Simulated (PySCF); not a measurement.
i-PrOEt, C5H12O.
Geometry (PBE0-D3(BJ)/def2-SVP, Å), atoms numbered from 1 in this order:
```xyz
18
C5H12O angstrom
C      2.5608   -0.3976    0.7584
C      1.0573   -0.4980    0.8595
O      0.4880    0.2612   -0.1679
C     -0.9181    0.3602   -0.1495
C     -1.2815    1.5634   -0.9965
C     -1.5827   -0.9158   -0.6484
H      2.8821    0.6510    0.8446
H      2.9060   -0.7796   -0.2138
H      3.0464   -0.9807    1.5549
H      0.7105   -0.1262    1.8470
H      0.7456   -1.5604    0.7979
H     -1.2489    0.5462    0.8951
H     -0.9337    1.4137   -2.0303
H     -0.7975    2.4683   -0.6022
H     -2.3698    1.7217   -1.0135
H     -1.3203   -1.7842   -0.0262
H     -2.6786   -0.8169   -0.6341
H     -1.2654   -1.1262   -1.6817
```

Computed with PySCF 2.14.0, PBE0-D3(BJ)/def2-SVP geometry optimisation, gas phase.

Take the most abundant isotopes and a rigid rotor. The values belong to one conformer with, in the numbering `[CH3:1][CH2:2][O:3][CH:4]([CH3:5])[CH3:6]`, C1–C2–O3–C4 -175°, C2–O3–C4–C5 161°.

Task: What are A, B and C (cm⁻¹)?

Result: Ia = 74.48, Ib = 259.29, Ic = 305.96 u·Å²; 505379 MHz·u·Å²/I gives 6786, 1949 and 1652 MHz, that is A = 0.22635, B = 0.06501, C = 0.05510 cm⁻¹.

Task: Classify the top.

Result: An asymmetric top. Ray's parameter κ = (2B − A − C)/(A − C) = -0.884; −1 is the prolate and +1 the oblate limit.

Task: What does the inertial defect say?

Result: Not planar: Δ = Ic − Ia − Ib = -27.80 u·Å². For a rigid frame Δ = −2 Σ m c², so Σ m c² = 13.90 u·Å² lies off the ab plane: 9.35 from hydrogen and 4.55 from heavier atoms. The atom farthest from that plane is 1.47 Å away.

Task: Give the other two planar moments, Paa and Pbb, and the rms extents of the mass along the axes.

Result: Paa = Σ m a² = (Ib + Ic − Ia)/2 = 245.39 and Pbb = Σ m b² = (Ia + Ic − Ib)/2 = 60.57 u·Å². With the mass M = 88.09 u, the rms extents √(P/M) along a, b and c are 1.67, 0.83, 0.40 Å.

Task: List the rotational levels J(Ka,Kc) to J = 5 (MHz).

Result: Above 0(0,0):
J = 1: 1(0,1) 3601, 1(1,1) 8438, 1(1,0) 8735
J = 2: 2(0,2) 10789, 2(1,2) 15342, 2(1,1) 16234, 2(2,1) 30744, 2(2,0) 30757
J = 3: 3(0,3) 21539, 3(1,3) 25690, 3(1,2) 27474, 3(2,2) 41547, 3(2,1) 41613, 3(3,1) 66482, 3(3,0) 66482
J = 4: 4(0,4) 35811, 4(1,4) 39474, 4(1,3) 42444, 4(2,3) 55940, 4(2,2) 56137, 4(3,2) 80911, 4(3,1) 80913, 4(4,1) 115785, 4(4,0) 115785
J = 5: 5(0,5) 53557, 5(1,5) 56680, 5(1,4) 61130, 5(2,4) 73915, 5(2,3) 74370, 5(3,3) 98957, 5(3,2) 98967, 5(4,2) 133819, 5(4,1) 133819, 5(5,1) 178660, 5(5,0) 178660
Those of J = 1 are B + C, A + C and A + B.

Task: Which types of transition are allowed, and where do some lines up to J = 3 fall?

Result: The dipole components are |μa| = 0.15 D, |μb| = 0.76 D, |μc| = 0.76 D. Intensities carry the squares of the components, which stand as 0.04 : 1.00 : 1.00 (a : b : c). Some lines, for components of 0.1 D or more:

```
type  branch         J(Ka,Kc)    MHz  lower level (cm⁻¹)
   a       Q  2(1,1) ← 2(1,2)    892               0.512
   c       Q  3(1,3) ← 3(0,3)   4152               0.718
   b       Q  1(1,0) ← 1(0,1)   5134               0.120
   b       Q  3(1,2) ← 3(0,3)   5935               0.718
   a       R  2(1,1) ← 1(1,0)   7499               0.291
   b       R  1(1,1) ← 0(0,0)   8438               0.000
   a       R  3(1,3) ← 2(1,2)  10348               0.512
   a       R  3(0,3) ← 2(0,2)  10750               0.360
   a       R  3(2,2) ← 2(2,1)  10803               1.026
   a       R  3(1,2) ← 2(1,1)  11240               0.542
   b       R  2(1,2) ← 1(0,1)  11741               0.120
   c       R  2(1,1) ← 1(0,1)  12633               0.120
   c       Q  3(2,2) ← 3(1,2)  14073               0.916
   b       Q  3(2,1) ← 3(1,2)  14139               0.916
   b       R  3(1,3) ← 2(0,2)  14901               0.360
   b       Q  2(2,1) ← 2(1,2)  15402               0.512
   b       Q  3(2,2) ← 3(1,3)  15856               0.857
   c       R  2(2,1) ← 1(1,1)  22307               0.281
   b       R  2(2,0) ← 1(1,1)  22320               0.281
   b       Q  3(3,0) ← 3(2,1)  24869               1.388
   b       Q  3(3,1) ← 3(2,2)  24935               1.386
   b       R  3(2,2) ← 2(1,1)  25313               0.542
   c       R  3(2,1) ← 2(1,1)  25379               0.542
   c       R  3(2,2) ← 2(1,2)  26205               0.512
   c       R  3(3,1) ← 2(2,1)  35738               1.026
   b       R  3(3,0) ← 2(2,1)  35738               1.026
```

Task: Estimate the classical rotational partition function at 50 K, 100 K and 500 K.

Result: Point group C1, symmetry number σ = 1; q = (√π/σ)·√((kT/h)³/(ABC)), k/h = 20836.6 MHz/K: 12800 at 50 K, 36100 at 100 K, 403000 at 500 K.

No PBE0-D3(BJ)/def2-SVP frequencies stand behind this structure, so it isn't proved a minimum. These are rigid-rotor constants of the computed structure; measured ground-state constants (B0) also hold zero-point vibration. A rigid rotor knows nothing of internal rotation, which can split or shift real lines.

On an Arm Neoverse N1 with one thread, no GPU (shared host), this took 1.8 min wall. This is the geometry optimisation.
